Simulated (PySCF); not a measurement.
Structure with atom numbers: `[CH3:1][P+:2]([CH3:3])([CH3:4])[CH3:5]` (H(Xn): hydrogen on atom n).

Geometry: PBE0-D3(BJ)/def2-SVP; GIAO absolute shieldings from PySCF, gas phase, non-relativistic, averaged over equivalent atoms.

At PBE0/6-31G* (98 basis functions, 8.3 s wall time on 1 thread of an Intel Xeon Platinum 8375C, shared host):
```csv
atoms,σ (ppm)
C1/C3/C4/C5,186.2
P2,367.1
H(C1)/H(C3)/H(C4)/H(C5),30.28
```

Question: Predict the values at PBE0/6-311+G(2d,p) on the same geometry.

Answer: 
```tsv
atoms	σ at PBE0/6-311+G(2d,p)	change
C1/C3/C4/C5	175.0	-11.2
P2	294.2	-72.9
H(C1)/H(C3)/H(C4)/H(C5)	29.75	-0.53
```

The largest change is at P2 (phosphorus bonded to 4 C). Cost: 215 basis functions, 25 s wall time on 1 thread of an Intel Xeon Platinum 8375C, shared host.
